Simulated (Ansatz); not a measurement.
A calculation on CaB6-type LaB6 returned lattice constant a 4.155 Å, bulk modulus 174 GPa.

For reference: lattice constant a 4.157 Å (measured, 296 K, not corrected to a static lattice; as tabulated in Tsubota and Kitagawa (2017), doi:10.1038/s41598-017-15766-y); bulk modulus 164 ± 2 GPa (measured, room temperature, not corrected to a static lattice, isothermal; as tabulated in LaB6 under pressure, Phys. Rev. B 80, 172104 (doi 10.1103/PhysRevB.80.172104)).

Problem. Which level of theory produced these numbers?
A. PBEsol+SOC (Ansatz, an electronic-structure program)
B. RPBE (Ansatz)
C. PBE+SOC (Ansatz)
D. BLYP (Ansatz)

Solution. C, PBE+SOC (Ansatz)

The others give: BLYP 4.187 Å, 164 GPa; PBEsol+SOC 4.130 Å, 180 GPa; RPBE 4.181 Å, 166 GPa.

Unless a cell is named, each level is at its own relaxed cell (BLYP 10.49, PBE+SOC 10.25, PBEsol+SOC 10.06, RPBE 10.44 Å³/atom).

Ansatz's density-functional and Hartree–Fock values are scalar-relativistic unless marked +SOC, with PAW data made under PBE.
